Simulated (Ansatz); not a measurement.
Frontier orbitals of `CC(C)CF`.

Charge 0, multiplicity 1. All single points use the PBE0-D4/def2-TZVP geometry. It is one conformer, not always the lowest. Basis def2-TZVPP, Ansatz.

```tsv
functional	HOMO (eV)	LUMO (eV)	gap (eV)
LDA (SPW92)	-7.61	0.14	7.75
PBE	-7.48	0.30	7.78
revPBE	-7.42	0.38	7.80
PBE0	-9.05	1.10	10.15
r2SCANh	-8.40	1.29	9.69
ωB97M-V	-11.42	2.53	13.95
```

Against PBE, PBE0 changes HOMO and LUMO by −1.57 and +0.80 eV, ωB97M-V by −3.94 and +2.23 eV. A gap of 7.78 eV thus becomes 13.96 eV for the same molecule, so an orbital gap means little without its functional. A positive LUMO is unbound and depends on the basis.
